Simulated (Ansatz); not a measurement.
Molecule (SMILES): Cl[B]Cl, doublet.
Atoms: B1, Cl2, Cl3. Bonds: B1-Cl2, B1-Cl3.

Basis-set convergence of the harmonic zero-point energy at HF with Ansatz (an electronic-structure program). Each level at its own minimum, finite differences of forces, unscaled; the reference is a large set that could be run, not a limit. Cartesian d functions, on some or all atoms, in 6-311G**, 6-311+G**; all else is spherical. The program fits the integrals of some runs and decomposes those of others, by size. Open shells are unrestricted. No added dispersion term, no relativity. Reference: the value in aug-pcseg-2, 2.91 kcal/mol, itself unsure by roughly 0.01 kcal/mol (its mean distance from aug-cc-pV(T+d)Z, def2-TZVPPD). Deviations are taken from unrounded values.

| basis | functions | harmonic zero-point energy (kcal/mol) |
|---|---|---|
| def2-SVP | 50 | 2.96 |
| def2-SVPD | 74 | 2.89 |
| pcseg-1 | 50 | 2.95 |
| aug-pcseg-1 | 77 | 2.91 |
| cc-pV(D+d)Z | 60 | 2.95 |
| aug-cc-pV(D+d)Z | 87 | 2.90 |
| 6-311G** | 72 | 2.92 |
| 6-311+G** | 84 | 2.92 |
| pcseg-2 | 98 | 2.93 |
| aug-pcseg-2 | 146 | 2.91 |
| def2-TZVP | 105 | 2.91 |
| def2-TZVPD | 129 | 2.90 |
| cc-pV(T+d)Z | 108 | 2.91 |
| aug-cc-pV(T+d)Z | 156 | 2.90 |
| def2-TZVPP | 115 | 2.91 |
| def2-TZVPPD | 139 | 2.90 |

What the diffuse functions change, pair by pair:
- def2-SVP to def2-SVPD: 24 more functions, deviation 0.05 to -0.02 kcal/mol
- pcseg-1 to aug-pcseg-1: 27 more functions, deviation 0.04 to 0.00 kcal/mol
- cc-pV(D+d)Z to aug-cc-pV(D+d)Z: 27 more functions, deviation 0.04 to -0.01 kcal/mol
- 6-311G** to 6-311+G**: 12 more functions, deviation 0.01 to 0.00 kcal/mol
- pcseg-2 to aug-pcseg-2: 48 more functions, deviation 0.01 to 0.00 kcal/mol
- def2-TZVP to def2-TZVPD: 24 more functions, deviation -0.01 to -0.01 kcal/mol
- cc-pV(T+d)Z to aug-cc-pV(T+d)Z: 48 more functions, deviation -0.01 to -0.01 kcal/mol
- def2-TZVPP to def2-TZVPPD: 24 more functions, deviation -0.01 to -0.01 kcal/mol

Leaving out the reference's own pair, they bring the value nearer the reference by more than 0.01 kcal/mol in 3 of 7 pairs.
